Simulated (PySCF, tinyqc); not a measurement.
Worked calculation: CIS and TDHF on RHF in the sto-6g basis, frozen core, for LiH, spin multiplicity 1. The lowest restricted solution is unstable here: a spin-polarised one lies 0.0108 hartree lower (PySCF). One step of it, computed by the program tinyqc.

Problem. Integrals over molecular orbitals. (pq|rs) = sum C_ip C_jq C_kr C_ls (ij|kl), one index at a time.

coefficients C:
```
               MO1        MO2        MO3        MO4       MO5        MO6
1Li 1s    0.994171  -0.138535  -0.205855   0.000000  0.000000   0.105961
1Li 2s    0.023629   0.501099   0.802478   0.000000  0.000000  -0.487533
1Li 2px   0.000000   0.000000   0.000000   0.920081  0.391729   0.000000
1Li 2py   0.000000   0.000000   0.000000  -0.391729  0.920081   0.000000
1Li 2pz  -0.004510   0.323327  -0.581491   0.000000  0.000000  -0.837457
2H 1s    -0.000865   0.614381  -0.218640   0.000000  0.000000   0.888454
```

core Hamiltonian H = T + V (hartree):
```
            1Li 1s     1Li 2s    1Li 2px    1Li 2py    1Li 2pz      2H 1s
1Li 1s   -4.680279  -0.993276   0.000000   0.000000  -0.008224  -0.062571
1Li 2s   -0.993276  -1.316335   0.000000   0.000000  -0.082547  -0.351212
1Li 2px   0.000000   0.000000  -1.082422   0.000000   0.000000   0.000000
1Li 2py   0.000000   0.000000   0.000000  -1.082422   0.000000   0.000000
1Li 2pz  -0.008224  -0.082547   0.000000   0.000000  -1.143559  -0.488480
2H 1s    -0.062571  -0.351212   0.000000   0.000000  -0.488480  -1.160579
```

Two-electron integrals (ij|kl) in chemists' order, unique and non-zero (hartree):
```
(11|11) 1.681247   (21|11) 0.242603   (21|21) 0.044507   (22|11) 0.397190
(22|21) 0.090279   (22|22) 0.290625   (31|31) 0.009437   (32|31) 0.014261
(32|32) 0.064236   (33|11) 0.397190   (33|21) 0.090279   (33|22) 0.290625
(33|33) 0.313125   (41|41) 0.009437   (42|41) 0.014261   (42|42) 0.064236
(43|43) 0.016875   (44|11) 0.397190   (44|21) 0.090279   (44|22) 0.290625
(44|33) 0.279374   (44|44) 0.313125   (51|51) 0.009437   (52|51) 0.014261
(52|52) 0.064236   (53|53) 0.016875   (54|54) 0.016875   (55|11) 0.397190
(55|21) 0.090279   (55|22) 0.290625   (55|33) 0.279374   (55|44) 0.279374
(55|55) 0.313125   (61|11) 0.014545   (61|21) 0.002636   (61|22) 0.005493
(61|33) 0.005413   (61|44) 0.005413   (61|51) 0.000355   (61|52) 0.000756
(61|55) 0.005654   (61|61) 0.000174   (62|11) 0.068440   (62|21) 0.015943
(62|22) 0.059088   (62|33) 0.055664   (62|44) 0.055664   (62|51) 0.002516
(62|52) 0.018424   (62|55) 0.065936   (62|61) 0.001174   (62|62) 0.025004
(63|31) 0.000927   (63|32) 0.005122   (63|53) 0.002321   (63|63) 0.001206
(64|41) 0.000927   (64|42) 0.005122   (64|54) 0.002321   (64|64) 0.001206
(65|11) 0.094226   (65|21) 0.022079   (65|22) 0.083840   (65|33) 0.078124
(65|44) 0.078124   (65|51) 0.003923   (65|52) 0.028739   (65|55) 0.095272
(65|61) 0.001669   (65|62) 0.038166   (65|65) 0.058589   (66|11) 0.229832
(66|21) 0.054158   (66|22) 0.219916   (66|33) 0.202160   (66|44) 0.202160
(66|51) 0.008177   (66|52) 0.077700   (66|55) 0.255430   (66|61) 0.004064
(66|62) 0.125083   (66|65) 0.195851   (66|66) 0.774999
```

Give: one-electron integrals over orbitals h = C^T H C; Two-electron integrals over orbitals.

Solution.

one-electron integrals over orbitals h = C^T H C (hartree):
```
         1        2        3        4        5        6
1  -4.6731   0.0950   0.1632   0.0000   0.0000  -0.0552
2   0.0950  -1.2658   0.0039   0.0000   0.0000   0.0565
3   0.1632   0.0039  -1.0915   0.0000   0.0000   0.0206
4   0.0000   0.0000   0.0000  -1.0824   0.0000   0.0000
5   0.0000   0.0000   0.0000   0.0000  -1.0824   0.0000
6  -0.0552   0.0565   0.0206   0.0000   0.0000  -1.0275
```

Two-electron integrals over orbitals (pq|rs), unique and non-zero (hartree); the lowest 1 orbital is frozen and left out:
```
(22|22) 0.4441    (32|22) -0.0619   (32|32) 0.0239    (33|22) 0.2103
(33|32) 0.0161    (33|33) 0.3260    (42|42) 0.0205    (43|42) 0.0206
(43|43) 0.0417    (44|22) 0.2380    (44|32) 0.0166    (44|33) 0.2791
(44|44) 0.3131    (52|52) 0.0205    (53|52) 0.0206    (53|53) 0.0417
(54|54) 0.0169    (55|22) 0.2380    (55|32) 0.0166    (55|33) 0.2791
(55|44) 0.2794    (55|55) 0.3131    (62|22) 0.1075    (62|32) -0.0478
(62|33) -0.0194   (62|44) -0.0412   (62|55) -0.0412   (62|62) 0.1335
(63|22) -0.0602   (63|32) 0.0196    (63|33) 0.0371    (63|44) 0.0096
(63|55) 0.0096    (63|62) -0.0409   (63|63) 0.0328    (64|42) -0.0179
(64|43) -0.0115   (64|64) 0.0190    (65|52) -0.0179   (65|53) -0.0115
(65|65) 0.0190    (66|22) 0.4130    (66|32) -0.0484   (66|33) 0.2382
(66|44) 0.2563    (66|55) 0.2563    (66|62) 0.0878    (66|63) -0.0458
(66|66) 0.4059
```
